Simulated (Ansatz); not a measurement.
Frontier orbitals of C3H5NO (`NC1=C(O)C1`).

Cartesian coordinates in Å:
```
N -0.1722 -0.6830 -1.7212
C -0.0040 -0.2329 -0.4375
C -0.3492 -0.0968 0.7957
O -1.2064 -0.3993 1.7844
C 0.6318 0.9081 0.3143
H -0.7018 -1.5393 -1.7885
H 0.6858 -0.7383 -2.2494
H -0.8829 0.0013 2.5958
H 0.3142 1.9378 0.0969
H 1.6847 0.8425 0.6096
```

The species carries charge 0 and has multiplicity 1. All single points use the PBE0-D4/def2-TZVP geometry. It is one conformer, not always the lowest. Basis def2-TZVPP, Ansatz.

```csv
functional,HOMO (eV),LUMO (eV),gap (eV)
PBE,-4.23,-0.02,4.21
revPBE,-4.17,0.03,4.20
B97M-V,-4.46,0.25,4.71
PBE0,-5.40,0.84,6.24
BHLYP,-6.47,1.42,7.89
LC-ωPBE,-8.00,2.95,10.95
ωB97M-V,-7.57,2.25,9.82
```

Against PBE, PBE0 changes HOMO and LUMO by −1.17 and +0.86 eV, ωB97M-V by −3.34 and +2.27 eV. A gap of 4.21 eV thus becomes 9.82 eV for the same molecule, so an orbital gap means little without its functional. A positive LUMO is unbound and depends on the basis.

LC-ωPBE has ω = 0.4 bohr⁻¹.
